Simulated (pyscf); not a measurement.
One addition across a multiple bond or ene-type step on the singlet surface with elements of a group swapped. ωB97M-D3(BJ)/def2-TZVP, kJ/mol, from the separated reactants. Single points on ωB97X-D3(BJ)/def2-SVP structures (PySCF, gas phase).

| step | barrier | reaction energy | imaginary mode (i cm⁻¹) |
|---|---|---|---|
| `[OH][Sb]([OH])[OH]` + `[CH2]=[CH2]` → `[CH3][CH2][O][Sb]([OH])[OH]` | [?] | [?] | 2021 |
| `[OH][Bi]([OH])[OH]` + `[CH2]=[CH2]` -> `[CH3][CH2][O][Bi]([OH])[OH]` | 211.2 | -69.5 | 1819 |

Question: Complete the blanks.

Answer: 
- `[OH][Sb]([OH])[OH]` + `[CH2]=[CH2]` → `[CH3][CH2][O][Sb]([OH])[OH]`, barrier: 207.7
- `[OH][Sb]([OH])[OH]` + `[CH2]=[CH2]` → `[CH3][CH2][O][Sb]([OH])[OH]`, reaction energy: -68.8

Row 1: On the reactant side the descent ends in a complex (not fully relaxed), 19.9 kJ/mol under the separated species and 227.2 kJ/mol under the saddle at ωB97X-D3(BJ)/def2-TZVP. Each row is the saddle that its search found. Elements past Kr carry the def2 core potentials, without spin-orbit coupling.
